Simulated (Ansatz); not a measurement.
Born–Oppenheimer molecular dynamics of AlH₅N (7 atoms, charge 0, multiplicity 2). It starts at the highest image of a converged band, a first-order saddle point between two minima.

These are results of UKS BLYP-D4/def2-SVP (Ansatz), not measurements.

```json
{
 "ensemble": "NVE (velocity Verlet)",
 "time step": "0.5 fs",
 "steps asked": "200",
 "starting velocities drawn for": "100 K",
 "seed": "11336"
}
```

First frame:

```xyz
7
Properties=species:S:1:pos:R:3
Al -0.009 -0.038 0.513
H 0.417 -1.078 1.931
H 1.173 0.814 -0.134
H -1.484 -0.191 -0.071
N -0.033 0.145 2.468
H -0.822 -0.125 3.073
H 0.758 0.472 3.039
```

**Question.** How far do the bonds stretch over the last three quarters of this one trajectory? (Pairs bonded in most of those frames.)

**Answer.** 
```tsv
bond	mean (Å)	spread (Å)	shortest	longest
Al1–H3	1.646	0.027	1.59	1.69
Al1–H4	1.637	0.017	1.60	1.68
H2–N5	1.045	0.059	0.95	1.14
N5–H6	1.036	0.032	0.98	1.10
N5–H7	1.034	0.026	0.98	1.09
```

Pairs bonded in part of these frames only: Al1–N5 23 %.

Mean temperature of the second half: 731 K. The conserved energy stayed within 0.49 meV per atom of its start (net change -0.16 meV per atom), so the integration is sound. The kinetic energy rose, since the run started high on the potential surface and went downhill. A run of 0.1 ps of so small a system gives no equilibrium averages.

Time of the run: 3.3 min on 1 thread of Intel(R) Xeon(R) 6975P-C (Granite Rapids), on a shared host, peak memory 0.13 GiB.
